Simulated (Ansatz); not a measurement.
**Relative stability**

The two ends of one reaction step of CH₇NSi, closed shell (PBE0-D4/def2-TZVP).

A:

Si1  (-0.798, 0.767, 0.304)
H2  (2.199, -0.989, -2.008)
N3  (-0.132, 1.201, -1.079)
H4  (1.694, -0.451, -1.873)
H5  (-1.873, 1.482, 1.054)
C6  (-0.249, -0.776, 1.155)
H7  (-0.422, 2.044, -1.557)
H8  (0.133, -0.549, 2.154)
H9  (-1.087, -1.467, 1.278)
H10  (0.535, -1.262, 0.572)
(Å)

B:

| atom | x (Å) | y (Å) | z (Å) |
| --- | --- | --- | --- |
| Si1 | 0.5383 | 0.3961 | 0.0650 |
| H2 | 1.9550 | 0.0440 | -0.2263 |
| N3 | -0.2074 | 0.6859 | -1.4624 |
| H4 | 0.3027 | 1.1943 | -2.1669 |
| H5 | 0.5609 | 1.5779 | 0.9832 |
| C6 | -0.3505 | -0.9901 | 0.9387 |
| H7 | -1.1871 | 0.9193 | -1.5034 |
| H8 | 0.1114 | -1.1930 | 1.9082 |
| H9 | -1.3968 | -0.7290 | 1.1203 |
| H10 | -0.3264 | -1.9053 | 0.3436 |

Program: Ansatz 0.2.0. Basis: def2-TZVPP. Cores are frozen in the correlated methods. B3LYP uses VWN-RPA correlation.

Question: Which structure is lower at CCSD(T), and by how much? (Judge from chemistry; the value comes from the calculation.)

Answer: Computed: B, by 2.329 eV (electronic energy, against the other). By their contacts, A is a complex of CH₅NSi ([CH3][SiH][NH]) + H₂ and B is CH₇NSi ([CH3][SiH2][NH2]).

All methods give the same order:

```json
{"method": "SPW92", "E(B) − E(A) (eV)": "-2.425"}
{"method": "PBE-D4", "E(B) − E(A) (eV)": "-2.171"}
{"method": "BLYP-D4", "E(B) − E(A) (eV)": "-2.013"}
{"method": "r2SCAN-D4", "E(B) − E(A) (eV)": "-2.324"}
{"method": "B97M-V", "E(B) − E(A) (eV)": "-2.326"}
{"method": "PBE0-D4", "E(B) − E(A) (eV)": "-2.437"}
{"method": "B3LYP-D4", "E(B) − E(A) (eV)": "-2.259"}
{"method": "r2SCAN0-D4", "E(B) − E(A) (eV)": "-2.509"}
{"method": "BHLYP-D4", "E(B) − E(A) (eV)": "-2.542"}
{"method": "CAM-B3LYP-D4", "E(B) − E(A) (eV)": "-2.423"}
{"method": "wB97X-V", "E(B) − E(A) (eV)": "-2.481"}
{"method": "wB97M-V", "E(B) − E(A) (eV)": "-2.381"}
{"method": "B2PLYP", "E(B) − E(A) (eV)": "-2.274"}
{"method": "PBE-QIDH", "E(B) − E(A) (eV)": "-2.520"}
{"method": "RPA on PBE", "E(B) − E(A) (eV)": "-2.225"}
{"method": "HF", "E(B) − E(A) (eV)": "-2.720"}
{"method": "MP2", "E(B) − E(A) (eV)": "-2.302"}
{"method": "CCSD", "E(B) − E(A) (eV)": "-2.434"}
{"method": "CCSD(T)", "E(B) − E(A) (eV)": "-2.329"}
```

No T1 diagnostic of these runs exceeds 0.016.

Labels in which every atom is bracketed show which atoms are joined, not bond orders.

For scale, one of the runs: CCSD(T)/def2-TZVPP, 202 basis functions, launched by `ansatz run in.yaml --threads 2 --pin off --events-out ev --progress --plain --max-ram 4352MiB`. The run took 82 s on 2 CPU threads of an Arm Neoverse N1 (shared host), with 2.5 GiB of host memory at its peak.
